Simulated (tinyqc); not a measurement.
Stretching all distances: RHF, UHF, MP2, CISD and CCSD against full CI in the sto-3g basis, for HF, spin multiplicity 1. Computed by the program tinyqc with PySCF. 

Geometry (angstrom):

| atom | x | y | z |
|---|---|---|---|
| F | 0.0000 | 0.0000 | 0.0000 |
| H | 0.0000 | 0.0000 | 0.8960 |

All coordinates are multiplied by the scale. c0^2 is the weight of the RHF determinant in the lowest singlet FCI state (UHF is spin-contaminated and may lie near states of higher spin) and n(LUMO) the first natural occupation beyond the occupied space.

Full CI energy (hartree) and errors against it (kcal/mol):

| scale | distance 1-2 (angstrom) | E(FCI) | RHF | UHF | MP2 | CISD | CCSD | <S^2> UHF | c0^2 | n(LUMO) |
|---|---|---|---|---|---|---|---|---|---|---|
| 0.9000 | 0.8064 | -98.552114 | 11.5786 | 11.5786 | 3.4290 | 0.0000 | 0.0000 | 0.0000 | 0.9911 | 0.0175 |
| 1.1700 | 1.0483 | -98.600919 | 23.4904 | 23.4904 | 8.5688 | 0.0000 | 0.0000 | 0.0000 | 0.9728 | 0.0535 |
| 1.4500 | 1.2992 | -98.558342 | 43.5641 | 38.0149 | 18.2226 | 0.0000 | 0.0000 | 0.3428 | 0.9285 | 0.1410 |
| 1.7200 | 1.5411 | -98.512375 | 70.7526 | 27.0074 | 31.4197 | 0.0000 | 0.0000 | 0.7567 | 0.8541 | 0.2888 |
| 1.9900 | 1.7830 | -98.481019 | 103.2188 | 13.6156 | 45.3429 | 0.0000 | 0.0000 | 0.9097 | 0.7596 | 0.4774 |
| 2.2600 | 2.0250 | -98.464765 | 135.4528 | 5.7962 | 54.4265 | 0.0000 | 0.0000 | 0.9669 | 0.6717 | 0.6531 |
| 2.5400 | 2.2758 | -98.457511 | 163.7538 | 2.1857 | 54.5729 | 0.0000 | 0.0000 | 0.9885 | 0.6047 | 0.7870 |
| 2.8100 | 2.5178 | -98.454753 | 184.7825 | 0.8105 | 45.5356 | 0.0000 | 0.0000 | 0.9959 | 0.5626 | 0.8713 |

UHF parts from RHF first at scale 1.45 of those listed, where <S^2> leaves zero. The weight c0^2 goes from 0.99 to 0.56 and n(LUMO) from 0.02 to 0.87: static correlation grows as the bonds break into open-shell fragments. The spread of the error along the curve, which distorts its shape, is CISD 0.0, CCSD 0.0, UHF 37.2, MP2 51.1, RHF 173.2 kcal/mol. With one virtual orbital CISD and CCSD are exact.
